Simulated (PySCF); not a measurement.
# SO3: singlet, from a trigonal planar start

Where does singlet SO3 go from a trigonal planar start, is the end point a minimum, and what are its modes, charges and moments?

Program: PySCF 2.14.0. Level of theory: PBE, basis S def2-TZVP, O def2-TZVP, no relativity, density fitting. These are calculated values, not measurements.

### Step 1. Where the work starts

4 atoms, charge 0, spin multiplicity 1.

Bond lengths: S1–O2 1.510 Å, S1–O3 1.510 Å, S1–O4 1.510 Å. Angles: O2–S1–O3 120.0°, O2–S1–O4 120.0°, O3–S1–O4 120.0°.

Coordinates in bohr (charge 0 multiplicity 1):
```
S     0.0000    0.0000    0.0000
O     2.8535    0.0000    0.0000
O    -1.4267    2.4712    0.0000
O    -1.4267   -2.4712    0.0000
```

### Step 2. First SCF at the start

The steps below are one call of a driver around PySCF. For each, scf.py gives the equivalent set-up of the SCF; relaxations use the driver's own optimiser. After this first run the driver tries any further starts and a stability analysis.

scf.py reads:

```python
from pyscf import gto, scf, dft
mol = gto.M(atom='''
S      0.000000     0.000000     0.000000
O      1.510000     0.000000     0.000000
O     -0.755000     1.307700     0.000000
O     -0.755000    -1.307700     0.000000''',
    basis={'S': 'def2-TZVP', 'O': 'def2-TZVP'},
    charge=0, spin=0)
mf = dft.RKS(mol, xc='PBE')
mf.grids.atom_grid = (50, 194)
aux = {'S': 'def2-universal-JKFIT', 'O': 'def2-universal-JKFIT'}
mf = mf.density_fit(auxbasis=aux)
mf.conv_tol = 1e-08
mf.diis_space = 10
mf.max_cycle = 60
mf.init_guess = 'minao'
mf.verbose = 4
mf.kernel()
```

Started as:

```bash
$ OMP_NUM_THREADS=2 python axn.py task.json out
```

What it wrote:

```text
init E= -624.284747466267
  HOMO = -0.376449023835393  LUMO = -0.157860624801389  gap/eV = 5.94809
cycle= 1 E= -623.225437674803  delta_E= 1.06  |g|= 1.33  |ddm|=  2.3
  HOMO = -0.182776243891264  LUMO = -0.165986478080195  gap/eV = 0.45687
cycle= 2 E= -621.356898437213  delta_E= 1.87  |g|=  3.5  |ddm|= 2.47
  HOMO = -0.283704803487758  LUMO = -0.141024784130199  gap/eV = 3.88252
cycle= 3 E= -623.546551206938  delta_E= -2.19  |g|= 0.173  |ddm|= 1.79
  HOMO = -0.314645828868656  LUMO = -0.172938862015387  gap/eV = 3.85604
cycle= 4 E= -623.54980248577  delta_E= -0.00325  |g|= 0.0899  |ddm|= 0.149
  HOMO = -0.304367170051229  LUMO = -0.160894613191384  gap/eV = 3.90409
cycle= 5 E= -623.551469362594  delta_E= -0.00167  |g|= 0.0122  |ddm|= 0.0673
  HOMO = -0.304538599271744  LUMO = -0.160538511808076  gap/eV = 3.91844
cycle= 6 E= -623.551497172208  delta_E= -2.78e-05  |g|= 0.00289  |ddm|= 0.00662
  HOMO = -0.304581472415769  LUMO = -0.160555785372765  gap/eV = 3.91914
cycle= 7 E= -623.551496425491  delta_E= 7.47e-07  |g|= 0.00344  |ddm|= 0.0031
  HOMO = -0.30462898105089  LUMO = -0.160581080392832  gap/eV = 3.91974
cycle= 8 E= -623.551498755179  delta_E= -2.33e-06  |g|= 9.58e-05  |ddm|= 0.00181
  HOMO = -0.304629117043667  LUMO = -0.160578064299708  gap/eV = 3.91983
cycle= 9 E= -623.551498756915  delta_E= -1.74e-09  |g|= 5.8e-06  |ddm|= 5.57e-05
  HOMO = -0.304629685371758  LUMO = -0.16057845843466  gap/eV = 3.91983
Extra cycle  E= -623.551498756904  delta_E= 1.14e-11  |g|= 8.63e-06  |ddm|= 7.42e-06
converged SCF energy = -623.551498756904
```

This step, with its further starts and checks, needed 29 s of wall time on 2 threads of Intel Xeon at 2.50GHz (Skylake/Cascade Lake), shared host.

No lower closed-shell solution turned up in the test of internal stability.

### Step 3. Trigonal planar start, singlet: relaxation

The program finds D3h symmetry in the start, which this walk keeps.

Changes to scf.py since step 2:

```diff
@@ -4,3 +4,3 @@
-O      1.510000     0.000000     0.000000
-O     -0.755000     1.307700     0.000000
-O     -0.755000    -1.307700     0.000000''',
+O      1.510001    -0.000000     0.000000
+O     -0.755000     1.307699     0.000000
+O     -0.755000    -1.307699     0.000000''',
@@ -16 +15,0 @@
-mf.init_guess = 'minao'
```

Steps of the walk:

```
step  energy (Eh)  change (kJ/mol)  largest symmetric gradient (Eh/bohr)
   0  -623.551499             0.00                               0.06256
   1  -623.563253           -30.86                               0.01903
   2  -623.564013           -32.86                               0.00426
   3  -623.564057           -32.97                               0.00022
   4  -623.564057           -32.97                               0.00002
```

The walk took 33 s.

Geometry (Å) and forces (eV/Å) at some steps:

```
step 0
S    0.000   0.000   0.000   0.008   0.000   0.000
O    1.510   0.000   0.000  -3.217   0.000   0.000
O   -0.755   1.308   0.000   1.605  -2.788   0.000
O   -0.755  -1.308   0.000   1.605   2.788   0.000
step 1
S    0.000   0.000   0.000   0.009   0.000   0.000
O    1.429   0.000   0.000   0.975   0.000   0.000
O   -0.715   1.238   0.000  -0.492   0.848   0.000
O   -0.715  -1.238   0.000  -0.492  -0.848   0.000
step 2
S    0.000   0.000   0.000   0.008   0.000   0.000
O    1.448   0.000   0.000  -0.221   0.000   0.000
O   -0.724   1.254   0.000   0.107  -0.190   0.000
O   -0.724  -1.254   0.000   0.107   0.190   0.000
step 3
S    0.000   0.000   0.000   0.009   0.000   0.000
O    1.444   0.000   0.000  -0.014   0.000   0.000
O   -0.722   1.251   0.000   0.003  -0.010   0.000
O   -0.722  -1.251   0.000   0.003   0.010   0.000
step 4
S    0.000   0.000   0.000   0.006   0.000   0.000
O    1.444   0.000   0.000  -0.001   0.000   0.000
O   -0.722   1.251   0.000  -0.003   0.000   0.000
O   -0.722  -1.251   0.000  -0.003   0.000   0.000
```

After 4 steps and 33.0 kJ/mol it ends at D3h: S–O 1.444 Å (×3); O–S–O 120.0° (×3).

### Step 4. Hessian and properties

On the finer grid the gradient is checked again; gradients at displacements of ±0.02 bohr then give force constants and infrared intensities.

Changes to scf.py since step 3:

```diff
@@ -3,4 +3,4 @@
-S      0.000000     0.000000     0.000000
-O      1.510001    -0.000000     0.000000
-O     -0.755000     1.307699     0.000000
-O     -0.755000    -1.307699     0.000000''',
+S     -0.000000     0.000000     0.000000
+O      1.444220    -0.000000     0.000000
+O     -0.722110     1.250731     0.000000
+O     -0.722110    -1.250731     0.000000''',
@@ -10 +10 @@
-mf.grids.atom_grid = (50, 194)
+mf.grids.atom_grid = (75, 302)
@@ -13 +13 @@
-mf.conv_tol = 1e-08
+mf.conv_tol = 1e-10
```

This SCF starts from the last density.

SCF at the final geometry:

```text
init E= -623.564112667248
  HOMO = -0.302953294776884  LUMO = -0.132238120766765  gap/eV = 4.64540
cycle= 1 E= -623.564112664676  delta_E= 2.57e-09  |g|= 0.00012  |ddm|= 8.03e-05
  HOMO = -0.302953877503512  LUMO = -0.132237497385814  gap/eV = 4.64543
cycle= 2 E= -623.564112629922  delta_E= 3.48e-08  |g|= 0.000441  |ddm|= 0.000295
  HOMO = -0.302953505713461  LUMO = -0.132237731334648  gap/eV = 4.64541
cycle= 3 E= -623.56411266745  delta_E= -3.75e-08  |g|= 4.64e-06  |ddm|= 0.000232
  HOMO = -0.302953382989465  LUMO = -0.13223784512878  gap/eV = 4.64541
cycle= 4 E= -623.564112667452  delta_E= -2.05e-12  |g|= 2.04e-07  |ddm|= 2.52e-06
  HOMO = -0.302953445353609  LUMO = -0.132237908684783  gap/eV = 4.64541
Extra cycle  E= -623.564112667451  delta_E= 6.82e-13  |g|= 2.06e-07  |ddm|= 2.87e-07
converged SCF energy = -623.564112667451
```

The whole step took 1.7 min.

Geometry: D3h; S–O 1.444 Å (×3); O–S–O 120.0° (×3).

Modes, for the most abundant isotopes:

```
symmetry  ω (cm⁻¹)  IR (km/mol)  μ (u)
    a2''       469         24.8  22.85
      e'       497         44.4  17.31
     a1'      1021          0.0  15.99
      e'      1347          341  20.60
```

Every mode is real; the point is a minimum.

Constants and moments:

```
Dipole moment                                                   : 0.00 D
Highest occupied level                                          : -8.24 eV
Lowest empty level                                              : -3.60 eV
Rotational constants                                            : 0.3369, 0.3369, 0.1684 cm⁻¹
Zero-point energy                                               : 31.0 kJ/mol
Principal polarisabilities                                      : 16.5, 31.0, 31.0 bohr³
Atomisation energy without zero-point energy                    : 1567 kJ/mol
Principal traceless quadrupole moments about the centre of mass : -2.83, -2.83, 5.66 D Å
Entropy at 298.15 K and 1 bar                                   : 258.0 J/(mol K)
Heat capacity Cp at 298.15 K                                    : 51.8 J/(mol K)
Enthalpy at 298.15 K above 0 K                                  : 11.89 kJ/mol
Rotational symmetry number                                      : 6
```

Charges (e) and bond orders:

```tsv
atom	Mulliken	Löwdin	polar tensor	Mayer order to S1
S1	0.84	0.56	1.51	–
O2,3,4	-0.28	-0.19	-0.50	1.92
```

Outer orbital energies (eV). occupied: -13.65, -13.04, -13.04, -10.27, -10.27, -9.79, -9.79, -8.24; empty: -3.60, -3.59, 2.74, 2.74.

Mulliken populations on S1: s 5.34, p 8.73, d 0.99, f 0.10.

### Step 5. Summary of results

| quantity | value |
| --- | --- |
| minimum | singlet, D3h |
| geometry | S–O 1.444 Å (×3); O–S–O 120.0° (×3) |
| wavenumbers (cm⁻¹) | 469 (a2''), 497 (e'), 1021 (a1'), 1347 (e') |
| dipole moment | 0.00 D |
| highest occupied, lowest empty level | -8.24, -3.60 eV |
| polar-tensor charge of S1 | +1.51 e |
| zero-point energy | 31.0 kJ/mol |
| entropy at 298.15 K | 258.0 J/(mol K) |
| atomisation energy (no zero-point energy) | 1567 kJ/mol |

**Reading.** The trigonal planar start keeps its D3h symmetry and ends in a minimum. The strongest infrared band lies at 1347 cm⁻¹ (e', stretch). S1 has a polar-tensor charge of +1.5 e (a dipole derivative, not a static charge), yet symmetry cancels the bond dipoles. Only this shape and spin were tried, so other structures or states may lie lower.

The search up to here took 2.7 min.
